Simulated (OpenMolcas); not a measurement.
**A workflow on CH5NSi (SMILES C[Si]N)**

We compute a single-point energy (HF/ANO-RCC-MB), then the energy (CASSCF(2,2)/ANO-RCC-VDZP), then an energy scan (CASPT2(2,2)/ANO-RCC-VDZP), then an energy scan (SC-NEVPT2(2,2)/ANO-RCC-VDZP), then the energy along one coordinate (MC-PDFT[tPBE](2,2)/ANO-RCC-VDZP) of CH5NSi. 

The results are computed with OpenMolcas 26.06.

### 1 The structure to begin with

CH5NSi has 8 atoms, charge 0, and is taken as a singlet. As SMILES, `C[Si]N`. The shape is that of a PBE0-D4/def2-TZVP optimisation. This is one conformer, not always the lowest.

Bond lengths: C1–Si2 1.904 Å, Si2–N3 1.709 Å, C1–H4 1.094 Å, C1–H5 1.094 Å, C1–H6 1.098 Å, N3–H7 1.008 Å, N3–H8 1.010 Å. Angles: C1–Si2–N3 98.7°, Si2–C1–H4 115.0°, Si2–C1–H5 110.7°, Si2–C1–H6 107.9°, Si2–N3–H7 121.7°, Si2–N3–H8 126.1°, H4–C1–H5 108.8°, H4–C1–H6 108.0°, H5–C1–H6 106.1°, H7–N3–H8 112.1°.

### 2 A single-point energy at HF/ANO-RCC-MB (DKH2) (run 1)

mol.xyz

```xyz
8

C     -0.660000     0.824700    -0.552100
Si     0.963800     0.653800     0.427700
N      0.932200    -1.034400     0.690700
H     -1.026400    -0.101800    -1.004300
H     -0.562500     1.583400    -1.334100
H     -1.431400     1.195000     0.135900
H      1.651200    -1.501900     1.220100
H      0.225200    -1.675700     0.360300
```

step1.input

```
&GATEWAY
  COORD=mol.xyz
  BASIS=ANO-RCC-MB
  GROUP=NoSym

&SEWARD

&SCF
  PRORBITALS=0

&LOCALISATION
  OCCUPIED
  FREEZE
  PIPEK-MEZEY

&LOCALISATION
  FILEORB=$Project.LocOrb
  VIRTUAL
  PIPEK-MEZEY
```

Launch:

```sh
$ export MOLCAS_MEM=1860
$ pymolcas step1.input > step1.log
```

Log:

```text
--- Start Module: gateway ---
[...]
--- Stop Module: gateway /rc=_RC_ALL_IS_WELL_ ---
[...]
      Basis functions           24
[...]
       Convergence after  10 Iterations
[...]
::    Total SCF energy                               -384.6456567992
[...]
      Total spin, S                                     0.0000000000
[...]
      Total electronic charge=   32.000000
      Total            charge=   -0.000000
[...]
      Dipole Moment (debye):
      Origin of the operator (angstrom)=    0.5243    0.2236    0.2437
                   X= -4.4995E-01               Y= -1.7448E+00               Z=  6.5091E-02           Total=  1.8031E+00
      Quadrupole Moment (debye*angstrom):
[...]
--- Start Module: localisation ---
[...]
--- Stop Module: localisation /rc=_RC_ALL_IS_WELL_ ---
--- Start Module: localisation ---
[...]
--- Stop Module: localisation /rc=_RC_ALL_IS_WELL_ ---
[...]
```

It took 4.2 s on 1 thread of Intel Xeon Platinum 8259CL at 2.50GHz (Skylake/Cascade Lake), shared host; peak memory 0.38 GiB.

### 3 The energy at CASSCF(2,2)/ANO-RCC-VDZP (DKH2, RICD fitting) (run 2)

mol.xyz is that of step 2.

step2.input

```
>>> EXPORT MOLCAS_PRINT=2
&gateway
coord=mol.xyz
basis=ANO-RCC-MB
group=NoSym
&seward
&rasscf
fileorb=$CurrDir/step1.LocOrb
alter=2
1 12 16
1 17 20
spin=1
nactel=2 0 0
inactive=15
ras2=2
orblisting=Nothing
>>> COPY $Project.RunFile RUNFIL1
>>> COPY $Project.RasOrb INPORB
&gateway
coord=mol.xyz
basis=ANO-RCC-VDZP
group=NoSym
ricd
&seward
>>> COPY $Project.RunFile RUNFIL2
&expbas
&rasscf
fileorb=$Project.ExpOrb
spin=1
nactel=2 0 0
inactive=15
ras2=2
orblisting=Nothing
orbappear=Compact
```

Launch:

```sh
$ export MOLCAS_MEM=1860
$ pymolcas step2.input > step2.log
```

Log:

```text
--- Start Module: gateway ---
[...]
--- Stop Module: gateway /rc=_RC_ALL_IS_WELL_ ---
[...]
      Basis functions           24
[...]
      Number of active orbitals                  2
[...]
      Spin quantum number                      0.0
[...]
      Active orbitals                            2
[...]
      Number of CSFs                             3
[...]
      Number of root(s) required                 1
[...]
      Convergence after  9 iterations
[...]
      printout of CI-coefficients larger than  0.05 for root  1
      energy=    -384.659955
      conf/sym  11     Coeff  Weight
             1  20   0.99552 0.99105
             3  02  -0.09458 0.00895
      Natural orbitals and occupation numbers for root  1
      sym 1:   1.982109   0.017891
      ************************************************************************************************************************
      *                                                    Final results                                                     *
[...]
::    RASSCF root number  1 Total energy:   -384.65995494
[...]
      Basis functions           71
[...]
--- Start Module: expbas ---
[...]
--- Stop Module: expbas /rc=_RC_ALL_IS_WELL_ ---
--- Start Module: rasscf ---
[...]
      Convergence after 14 iterations
[...]
      Natural orbitals and occupation numbers for root  1
      sym 1:   1.982827   0.017173
      ************************************************************************************************************************
      *                                                    Final results                                                     *
[...]
::    RASSCF root number  1 Total energy:   -384.86288967
[...]
      Total electronic charge=   32.000000
      Total            charge=   -0.000000
[...]
      Dipole Moment (debye):
      Origin of the operator (angstrom)=    0.5243    0.2236    0.2437
                   X= -8.2939E-01               Y= -1.7158E+00               Z= -2.0195E-01           Total=  1.9164E+00
      Quadrupole Moment (debye*angstrom):
[...]
--- Stop Module: rasscf /rc=_RC_ALL_IS_WELL_ ---
[...]
```

It took 11 s on 1 thread of Intel Xeon Platinum 8259CL at 2.50GHz (Skylake/Cascade Lake), shared host; peak memory 0.38 GiB.

### 4 The energy along one coordinate at CASPT2(2,2)/ANO-RCC-VDZP (DKH2, RICD fitting, ipea shift 0.25 Eh, pt2 variant SS) (run 3)

step3.inp

```
>>> COPY $CurrDir/step2.RasOrb $Project.RasOrb
>>> ForEach K in (1, 2, 3, 4, 5, 6, 7, 8, 9)

&gateway
 coord=$CurrDir/point$K.xyz
 basis=ANO-RCC-VDZP
 group=NoSym
 ricd

&seward

&rasscf
 fileorb=$Project.RasOrb
 spin=1
 nactel=2 0 0
 inactive=15
 ras2=2
 orblisting=Nothing
 orbappear=Compact

&caspt2
 imaginary=0.2
 frozen=7
>>> EndDo
```

Launch:

```sh
$ export MOLCAS_MEM=1860
$ pymolcas step3.inp > step3.log
```

Log:

```text
[...]
      Basis functions           71
[...]
      Number of active orbitals                  2
[...]
      Spin quantum number                      0.0
[...]
      Active orbitals                            2
[...]
      Number of CSFs                             3
[...]
      Number of root(s) required                 1
[...]
      Convergence after 11 iterations
[...]
      Natural orbitals and occupation numbers for root  1
      sym 1:   1.988035   0.011965
      ************************************************************************************************************************
      *                                                    Final results                                                     *
[...]
::    RASSCF root number  1 Total energy:   -384.85205848
[...]
::    CASPT2 Root  1     Total energy:   -385.25787471
[...]
      Convergence after 11 iterations
[...]
      Natural orbitals and occupation numbers for root  1
      sym 1:   1.982834   0.017166
      ************************************************************************************************************************
      *                                                    Final results                                                     *
[...]
      Convergence after 13 iterations
[...]
      Natural orbitals and occupation numbers for root  1
      sym 1:   1.856766   0.143234
      ************************************************************************************************************************
      *                                                    Final results                                                     *
[...]
      Convergence after 12 iterations
[...]
      Natural orbitals and occupation numbers for root  1
      sym 1:   1.728594   0.271406
      ************************************************************************************************************************
      *                                                    Final results                                                     *
[...]
      Convergence after 12 iterations
[...]
      Natural orbitals and occupation numbers for root  1
      sym 1:   1.505738   0.494262
      ************************************************************************************************************************
      *                                                    Final results                                                     *
[...]
::    RASSCF root number  1 Total energy:   -384.71593326
[...]
::    CASPT2 Root  1     Total energy:   -385.11142509
[...]
      Convergence after 11 iterations
[...]
::    RASSCF root number  1 Total energy:   -384.70546974
[...]
::    CASPT2 Root  1     Total energy:   -385.09863589
[...]
```

It took 64 s on 1 thread of Intel Xeon Platinum 8259CL at 2.50GHz (Skylake/Cascade Lake), shared host; peak memory 0.085 GiB.

The scan, from its lowest point:

```
H4–C1 (Å)  energy (kJ/mol)
    0.985             26.6
    1.094              0.0
    1.204             13.3
    1.368             67.8
    1.586            157.9
    1.860            259.8
    2.188            346.9
    2.626            411.1
    3.282            444.7
```

### 5 An energy scan at SC-NEVPT2(2,2)/ANO-RCC-VDZP (DKH2, RICD fitting, pt2 variant SC-NEVPT2) (run 4)

step4.inp

```
>>> COPY $CurrDir/step2.RasOrb $Project.RasOrb
>>> ForEach K in (1, 2, 3, 4, 5, 6, 7, 8, 9)

&GATEWAY
 Coord
 $CurrDir/point$K.xyz
 Basis
 ANO-RCC-VDZP
 Group
 NoSym
 RICD

&SEWARD

&RASSCF
 FileOrb
 $Project.RasOrb
 Spin
 1
 Nactel
 2 0 0
 Inactive
 15
 Ras2
 2
 OrbListing
 Nothing
 OrbAppear
 Compact

&CASPT2
 SC-NEVPT2
 Frozen
 7
>>> EndDo
```

Launch:

```sh
$ export MOLCAS_MEM=1860
$ pymolcas step4.inp > step4.log
```

Log:

```text
[...]
      Basis functions           71
[...]
      Number of active orbitals                  2
[...]
      Spin quantum number                      0.0
[...]
      Active orbitals                            2
[...]
      Number of CSFs                             3
[...]
      Number of root(s) required                 1
[...]
      Convergence after 11 iterations
[...]
      printout of CI-coefficients larger than  0.05 for root  1
      energy=    -384.852058
      conf/sym  11     Coeff  Weight
             1  20   0.99700 0.99402
             3  02  -0.07735 0.00598
      Natural orbitals and occupation numbers for root  1
      sym 1:   1.988035   0.011965
      ************************************************************************************************************************
      *                                                    Final results                                                     *
[...]
::    RASSCF root number  1 Total energy:   -384.85205848
[...]
      E2 (Variational):          -0.4025488209
[...]
::    SC-NEVPT2 Root  1     Total energy:   -385.25457296
[...]
      Convergence after 11 iterations
[...]
      Natural orbitals and occupation numbers for root  1
      sym 1:   1.982834   0.017166
      ************************************************************************************************************************
      *                                                    Final results                                                     *
[...]
      Convergence after 13 iterations
[...]
      Natural orbitals and occupation numbers for root  1
      sym 1:   1.856766   0.143234
      ************************************************************************************************************************
      *                                                    Final results                                                     *
[...]
      Convergence after 12 iterations
[...]
      Natural orbitals and occupation numbers for root  1
      sym 1:   1.728594   0.271406
      ************************************************************************************************************************
      *                                                    Final results                                                     *
[...]
      Convergence after 12 iterations
[...]
::    RASSCF root number  1 Total energy:   -384.71593326
[...]
::    SC-NEVPT2 Root  1     Total energy:   -385.10848741
[...]
      Convergence after 11 iterations
[...]
::    RASSCF root number  1 Total energy:   -384.70546974
[...]
      E2 (Variational):          -0.3905575419
[...]
      Reference weight:           0.86871
[...]
::    SC-NEVPT2 Root  1     Total energy:   -385.09602728
[...]
```

It took 59 s on 1 thread of Intel Xeon Platinum 8259CL at 2.50GHz (Skylake/Cascade Lake), shared host; peak memory 0.085 GiB.

The scan, from its lowest point:

```
H4–C1 (Å)  energy (kJ/mol)
    0.985             27.7
    1.094              0.0
    1.204             12.3
    1.368             65.7
    1.586            155.4
    1.860            258.0
    2.188            346.3
    2.626            411.2
    3.282            444.0
```

### 6 The energy along one coordinate at MC-PDFT[tPBE](2,2)/ANO-RCC-VDZP (DKH2, RICD fitting) (run 5)

step5.inp

```
>>> COPY $CurrDir/step2.RasOrb $Project.RasOrb
>>> ForEach K in (1, 2, 3, 4, 5, 6, 7, 8, 9)

&GATEWAY
 COORD=$CurrDir/point$K.xyz
 BASIS=ANO-RCC-VDZP
 GROUP=NoSym
 RICD

&SEWARD

&RASSCF
 FILEORB=$Project.RasOrb
 SPIN=1
 NACTEL=2 0 0
 INACTIVE=15
 RAS2=2
 ORBLISTING=Nothing
 ORBAPPEAR=Compact

&MCPDFT
 KSDFT=T:PBE
>>> EndDo
```

Launch:

```sh
$ export MOLCAS_MEM=1860
$ pymolcas step5.inp > step5.log
```

Log:

```text
--- Start Module: gateway ---
[...]
      Basis functions           71
[...]
      Number of active orbitals                  2
[...]
      Spin quantum number                      0.0
[...]
      Active orbitals                            2
[...]
      Number of CSFs                             3
[...]
      Number of root(s) required                 1
[...]
      Convergence after 11 iterations
[...]
      printout of CI-coefficients larger than  0.05 for root  1
      energy=    -384.852058
      conf/sym  11     Coeff  Weight
             1  20   0.99700 0.99402
             3  02  -0.07735 0.00598
      Natural orbitals and occupation numbers for root  1
      sym 1:   1.988035   0.011965
      ************************************************************************************************************************
      *                                                    Final results                                                     *
[...]
::    RASSCF root number  1 Total energy:   -384.85205848
[...]
::    MCPDFT root number  1 Total energy:   -385.74629983
[...]
      Convergence after 11 iterations
[...]
      Natural orbitals and occupation numbers for root  1
      sym 1:   1.982834   0.017166
      ************************************************************************************************************************
      *                                                    Final results                                                     *
[...]
      Convergence after 13 iterations
[...]
      Natural orbitals and occupation numbers for root  1
      sym 1:   1.856766   0.143234
      ************************************************************************************************************************
      *                                                    Final results                                                     *
[...]
      Convergence after 12 iterations
[...]
      Natural orbitals and occupation numbers for root  1
      sym 1:   1.728594   0.271406
      ************************************************************************************************************************
      *                                                    Final results                                                     *
[...]
      Convergence after 12 iterations
[...]
::    RASSCF root number  1 Total energy:   -384.71593326
[...]
::    MCPDFT root number  1 Total energy:   -385.59153708
[...]
      Convergence after 11 iterations
[...]
::    RASSCF root number  1 Total energy:   -384.70546974
[...]
      Total electronic charge=   32.000000
      Total            charge=   -0.000000
[...]
::    MCPDFT root number  1 Total energy:   -385.57756019
[...]
```

Wall time 67 s (1 thread of Intel Xeon Platinum 8259CL at 2.50GHz (Skylake/Cascade Lake), shared host); peak memory 0.085 GiB.

The scan, from its lowest point:

```
H4–C1 (Å)  energy (kJ/mol)
    0.985             26.5
    1.094              0.0
    1.204             13.1
    1.368             67.4
    1.586            158.5
    1.860            264.5
    2.188            359.3
    2.626            432.8
    3.282            469.5
```

### 7 Results

| quantity | value |
| --- | --- |
| run 1, HF/ANO-RCC-MB: total energy | -384.64566 Eh |
| run 1, HF/ANO-RCC-MB: dipole moment | 1.80 D |
| run 1, HF/ANO-RCC-MB: HOMO energy | -8.69 eV |
| run 1, HF/ANO-RCC-MB: LUMO energy | 2.56 eV |
| run 1, HF/ANO-RCC-MB: HOMO–LUMO gap | 11.25 eV |
| run 2, CASSCF(2,2)/ANO-RCC-VDZP: total energy | -384.86289 Eh |
| run 2, CASSCF(2,2)/ANO-RCC-VDZP: dipole moment (CASSCF density) | 1.92 D |
| run 3, CASPT2(2,2)/ANO-RCC-VDZP: lowest energy of the scan | -385.26802 Eh |
| run 4, SC-NEVPT2(2,2)/ANO-RCC-VDZP: lowest energy of the scan | -385.26512 Eh |
| run 5, MC-PDFT[tPBE](2,2)/ANO-RCC-VDZP: lowest energy of the scan | -385.75639 Eh |
